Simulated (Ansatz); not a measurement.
A calculation with Ansatz (development build ahead of 0.2.0).

```yaml
crystal:
  periodic: [false, false, false]
  atoms:
    - { symbol: C, position_ang: [0.0, -0.02735, -1.14851] }
    - { symbol: S, position_ang: [0.0, -0.0596, 0.66344] }
    - { symbol: H, position_ang: [0.0, -1.07676, -1.47412] }
    - { symbol: H, position_ang: [-0.89988, 0.45856, -1.55088] }
    - { symbol: H, position_ang: [0.89988, 0.45856, -1.55088] }
    - { symbol: H, position_ang: [0.0, 1.27724, 0.85188] }
basis:
  gaussian: { orbitals: def2-TZVP }
hamiltonian:
  xc: hf
correlation:
  method: mp2
  frozen_orbitals: { C: 1, H: 0, S: 5 }
```

The input is written out in the form of the current development build from the run's settings.

The run gave:

* Converged: yes
* Reference energy: -437.74987 hartree
* Correlation energy: -0.34913 hartree
* Total energy: -438.09900 hartree
* Spin squared of the determinant: 0.000
